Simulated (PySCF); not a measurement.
C₄H₆, SMILES C=CC=C. Atoms are numbered in the order given.

```xyz
10

C     -0.1091     1.8510     0.0000
C      0.4009     0.6058     0.0000
C     -0.4009    -0.6058     0.0000
C      0.1091    -1.8510     0.0000
H     -1.1918     2.0188     0.0000
H      0.5344     2.7347     0.0000
H      1.4909     0.4692     0.0000
H     -1.4909    -0.4692     0.0000
H     -0.5344    -2.7347     0.0000
H      1.1918    -2.0188     0.0000
```
Charge 0, spin multiplicity 1.

Coordinates come from a r2SCAN-D4/def2-SVP optimisation. The values are those of a single conformer.

Level of theory: PySCF with B3LYP/def2-TZVP.

Symmetry labels are those of the subgroup C2h that the program uses (full group C2h).

Computed valence orbital energies around the gap with their symmetry:
```json
[
 {"orbital": "HOMO−7", "symmetry": "Bu", "energy (eV)": "-15.11"},
 {"orbital": "HOMO−6", "symmetry": "Bu", "energy (eV)": "-12.83"},
 {"orbital": "HOMO−5", "symmetry": "Ag", "energy (eV)": "-12.70"},
 {"orbital": "HOMO−4", "symmetry": "Ag", "energy (eV)": "-10.88"},
 {"orbital": "HOMO−3", "symmetry": "Bu", "energy (eV)": "-10.64"},
 {"orbital": "HOMO−2", "symmetry": "Ag", "energy (eV)": "-9.58"},
 {"orbital": "HOMO−1", "symmetry": "Au", "energy (eV)": "-9.05"},
 {"orbital": "HOMO", "symmetry": "Bg", "energy (eV)": "-6.57"},
 {"orbital": "LUMO", "symmetry": "Au", "energy (eV)": "-1.15"},
 {"orbital": "LUMO+1", "symmetry": "Bg", "energy (eV)": "1.32"},
 {"orbital": "LUMO+2", "symmetry": "Bu", "energy (eV)": "1.60"},
 {"orbital": "LUMO+3", "symmetry": "Ag", "energy (eV)": "1.82"}
]
```
